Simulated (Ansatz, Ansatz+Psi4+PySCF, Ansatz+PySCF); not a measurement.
```yaml
atoms:
  - { symbol: F, position_ang: [0.0000, 0.0000, 0.0934] }
  - { symbol: H, position_ang: [0.0000, 0.0000, -2.7083] }
```

Basis set: cc-pVTZ (spherical functions). Frozen core: 1 orbital. Charge 0, multiplicity 1.

Computed with Ansatz (development build ahead of 0.2.0); each method stands on the lowest determinant of its kind that the runs found. Restricted open shells among the atoms or ions are ROHF, correlated in semicanonical orbitals with singles.

(1) Give the atomization energy at this shape (free ground-state atoms in the same class of orbitals less the molecule, no zero-point energy) of singlet HF by UHF-CCSD(T), UHF-MP2, RHF-MP2, UHF.

Results:

(1)

| method | atomization energy |
| --- | --- |
| UHF-CCSD(T) | 0.02 eV |
| UHF-MP2 | 0.01 eV |
| RHF-MP2 | -0.80 eV |
| UHF | 0.00 eV |

Caution: the shape is not the minimum. Caution for UHF-CCSD(T), UHF-MP2: a plain start can end on a higher determinant. Caution for UHF-CCSD(T), UHF-MP2, UHF: the unrestricted determinant is a mixture of spin states. Caution for RHF-MP2: an unrestricted determinant lies well below; large amplitudes, a single reference is doubtful.
